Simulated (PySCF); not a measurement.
Fulvene, C₆H₆, SMILES C=C1C=CC=C1, point group C2v.

Level: PBE0/pcSseg-1 in PySCF (density fitting, grid level 2); geometry and Hessian at that level, cubic constants and property derivatives from steps of ±0.6 along each species' dimensionless normal coordinates, second-order vibrational perturbation theory. The parent has the commonest isotopes.

Equilibrium geometry (Å):

| atom | x | y | z |
| --- | --- | --- | --- |
| C1 | 2.0003 | -0.0144 | 0.2197 |
| C2 | 0.6697 | -0.0049 | 0.0676 |
| C3 | -0.2309 | 1.1360 | 0.2715 |
| C4 | -1.4871 | 0.7191 | 0.0132 |
| C5 | -1.4538 | -0.6988 | -0.3663 |
| C6 | -0.1776 | -1.1335 | -0.3358 |
| H7 | 2.5836 | -0.9160 | 0.0438 |
| H8 | 2.5415 | 0.8792 | 0.5242 |
| H9 | 0.0883 | 2.1264 | 0.5762 |
| H10 | -2.3893 | 1.3200 | 0.0710 |
| H11 | -2.3281 | -1.2872 | -0.6267 |
| H12 | 0.1883 | -2.1286 | -0.5625 |

**Question.** Give the equilibrium and ground-state rotational constants (MHz) of parent; ¹³C at 1.

**Answer.** 
```
 species      Ae      Be      Ce      A0      B0      C0  Δ0 (u Å²)  harmonic ZPE (cm⁻¹)
  parent  8249.3  3835.4  2618.1  8190.1  3814.2  2601.9      0.025                21591
¹³C at 1  8249.3  3711.2  2559.7  8190.1  3690.9    2544      0.026                21550
```

Δ0 = Ic − Ia − Ib from the ground-state constants.

**Question.** How is the parent's vibrational correction B0 − Be made up?

**Answer.** 
| axis | harmonic | Coriolis | cubic | total (MHz) |
| --- | --- | --- | --- | --- |
| a | 9.91 | -9.37 | -59.7 | -59.2 |
| b | 3.35 | -2.58 | -22 | -21.2 |
| c | 0.759 | -0.679 | -16.3 | -16.2 |

**Question.** And its quartic centrifugal distortion constants from the harmonic force field?

**Answer.** Asymmetric top, A reduction, Ir representation: ΔJ = 0.27 kHz, ΔJK = 1.34 kHz, ΔK = 0.942 kHz, δJ = 0.0824 kHz, δK = 1.06 kHz.

A mode lies under 250 cm⁻¹, where this perturbation treatment is rough.
